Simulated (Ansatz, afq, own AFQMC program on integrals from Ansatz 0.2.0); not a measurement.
# AFQMC, coupled cluster and functionals along a coordinate of CuSiH3, singlet

```xyz
5

Cu   -0.7590    0.0044    0.0052
Si    1.4963   -0.0088   -0.0102
H     2.0443   -1.3968   -0.0092
H     2.0646    0.6845    1.1828
H     2.0482    0.6762   -1.2157
```

The Cu1–Si2 distance is changed with both sides rigid. Energies in eV count from this geometry (2.255 Å) at the same level; the start stands on RHF, each point on the determinant named.

Basis def2-SVP. Noble-gas cores (and the filled d shells of Ga–Kr and In–Xe) are frozen. Integrals, coupled cluster, full CI and functionals: Ansatz 0.2.0; the random walks run on the same integrals in our own AFQMC program. ph-AFQMC/CISD is guided by a CISD state made of CCSD amplitudes; releasing the constraint for a short imaginary time cuts its bias at the price of noise, slowly where states lie close. Uncertainties: one standard error, sampling alone. The metal's outer-core s and p shells are frozen, which shifts wave-function levels against functionals.

Cautions, each for one point or more: CCSDT(Q) on the RHF determinant differs, by its state or its frozen core; higher spins were not checked; no relativity below Rb; outer-core shells of the metal frozen; restricted determinant unstable towards unrestricted; unrestricted determinant spin contaminated; walk and cluster series may follow different spin states.

```json
{"r(Cu1–Si2) / Å": "1.762", "det.": "RHF", "T1": "0.021", "weight": "0.85", "⟨S²⟩": "pure", "CCSD": "2.404", "wB97M-V": "2.067", "CCSD(T)": "2.327"}
{"r(Cu1–Si2) / Å": "2.722", "det.": "RHF", "T1": "0.024", "weight": "0.85", "⟨S²⟩": "pure", "CCSD": "0.442", "wB97M-V": "0.630", "CCSD(T)": "0.484"}
{"r(Cu1–Si2) / Å": "3.616", "det.": "RHF", "T1": "0.027", "weight": "0.81", "⟨S²⟩": "pure", "CCSD": "1.816", "wB97M-V": "2.327§", "CCSD(T)": "1.819"}
{"r(Cu1–Si2) / Å": "7.761", "det.": "UHF¶", "T1": "0.011", "weight": "0.89", "⟨S²⟩": "1.00", "CCSD": "2.349", "wB97M-V": "3.011§", "CCSD(T)": "2.459"}
```

(1) Estimate the curve of CCSDT(Q), counted from the same start.

Results:

(1) 
| r(Cu1–Si2) / Å | det. | T1 | weight | ⟨S²⟩ | CCSDT(Q) | ph-AFQMC/CISD |
| --- | --- | --- | --- | --- | --- | --- |
| 1.762 | RHF | 0.021 | 0.85 | pure | 2.343 | 2.340 ± 0.009 |
| 2.722 | RHF | 0.024 | 0.85 | pure | 0.477 | 0.502 ± 0.009 |
| 3.616 | RHF | 0.027 | 0.81 | pure | 1.789 | 1.858 ± 0.011 |
| 7.761 | UHF¶ | 0.011 | 0.89 | 1.00 | 2.467 | 2.498 ± 0.009 |

Weight is that of the determinant in the CISD state; at the start T1 is 0.026 and the weight 0.85. ¶ marks points with a poor determinant and no full CI, where no value is sure; they don't count among the departures. § marks a functional whose ⟨S²⟩ is too high by over 0.1. Largest departures from CCSDT(Q), at the points where its series has closed: CCSD(T) 0.031 eV at 3.616 (on RHF), ph-AFQMC/CISD 0.070 eV at 3.616 (on RHF), CCSD 0.062 eV at 1.762 (on RHF), wB97M-V -0.276 eV at 1.762. Functionals count only at points shown to share the start's state and spin. In this small basis the wave-function levels are far from their limit, so their gap to the functionals isn't the functionals' error. In total energy ph-AFQMC/CISD lies 30 ± 6 meV below CCSDT(Q) at the start, so its agreement along the curve rests in part on cancellation.

CCSDT and higher add their correlation energy to the determinant of the CCSD(T) run, since their own runs factorise the integrals more tightly (a shift of under 2 meV). A walk keeps the symmetry of its determinant, which the program's search chose and which needn't be the lowest solution, so a lower state of the same spin and another symmetry isn't excluded.
